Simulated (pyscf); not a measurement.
Elementary routes open to HO–SiH₂–F (SMILES O[SiH2]F) + H₂ (SMILES [H][H]) in the gas phase (singlet surface):
A. F–SiH₃ (SMILES F[SiH3]) + H₂O (SMILES O) (O–Si, H–H broken; H–Si, H–O formed)
B. HO–SiH₃ (SMILES O[SiH3]) + HF (SMILES F) (F–Si, H–H broken; H–Si, F–H formed)

Structures and frequencies: ωB97X-D3(BJ)/def2-SVP in PySCF.

Question: Rank the routes by free-energy barrier at 1200 K, lowest first, for ωB97M-D3(BJ)/def2-TZVP energies (ideal gas, 1 atm, RRHO with modes under 100 cm⁻¹ raised to 100, one conformer, R ln 2 for chiral ones without a mode under 150 cm⁻¹).

Answer: A (89.3 kcal/mol), B (96.1 kcal/mol)

Route A is the fastest of these, ahead of the next by 6.8 kcal/mol. The most stable products are those of A (ΔG = +23.9 kcal/mol), so kinetics and thermodynamics agree. At 298 K A is still the fastest. B: On the product side the descent ends in a complex, 4.0 kcal/mol under the separated species and 28.7 kcal/mol under the saddle at ωB97X-D3(BJ)/def2-TZVP. Only these routes are compared; each barrier is that of the saddle found, and lower ones may exist.
